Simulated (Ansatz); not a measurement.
# H5NSi2: the cost of one run

Program: Ansatz 0.2.0. Level of theory: RKS B3LYP-D4/6-31G*. These are calculated values, not measurements.

### 1 Starting point

Bond lengths: N1–Si2 1.638 Å, N1–Si3 1.517 Å, N1–H4 0.978 Å, Si2–H5 1.488 Å, Si2–H6 1.485 Å, Si3–H7 1.540 Å, Si3–H8 1.470 Å. Angles: N1–Si2–H5 110.8°, N1–Si2–H6 110.3°, H5–Si2–H6 111.2°, Si2–N1–Si3 126.3°, Si2–N1–H4 107.1°, Si3–N1–H4 113.2°, N1–Si3–H7 112.1°, N1–Si3–H8 111.7°, H7–Si3–H8 107.3°.

Coordinates:

```xyz
8

N    -0.4619   -0.2900   -0.6809
Si   -0.3271    1.3198   -0.4113
Si    0.2948   -1.3887    0.0411
H    -1.4145   -0.4850   -0.7890
H     1.0824    1.7677   -0.5761
H    -0.8432    1.6606    0.9385
H     1.8203   -1.1947   -0.0447
H    -0.0585   -1.4468    1.4665
```

### 2 Relaxing the start

File input.yaml:

```yaml
crystal:
  periodic: [false, false, false]
  atoms:
    - { symbol: "N", position_ang: [-0.4619, -0.29, -0.6809] }
    - { symbol: Si, position_ang: [-0.3271, 1.3198, -0.4113] }
    - { symbol: Si, position_ang: [0.2948, -1.3887, 0.0411] }
    - { symbol: H, position_ang: [-1.4145, -0.485, -0.789] }
    - { symbol: H, position_ang: [1.0824, 1.7677, -0.5761] }
    - { symbol: H, position_ang: [-0.8432, 1.6606, 0.9385] }
    - { symbol: H, position_ang: [1.8203, -1.1947, -0.0447] }
    - { symbol: H, position_ang: [-0.0585, -1.4468, 1.4665] }
basis:
  gaussian: { orbitals: "6-31G*" }
hamiltonian:
  xc: b3lyp
  dispersion: d4
relax:
  f_tol: 0.02
  max_steps: 40
scf:
  lower_state_search: "off"
output:
  orbitals: {}
```

Command:

```
> ansatz run input.yaml --threads 1 --pin off --max-ram 2048MiB --backend cpu --events-out ev --progress --plain --runs-dir out
```

Q: Estimate wall time and peak memory on 1 thread of AMD EPYC 7R43 (Zen 3), shared host.

About 39 s, with a peak of 0.14 GiB.
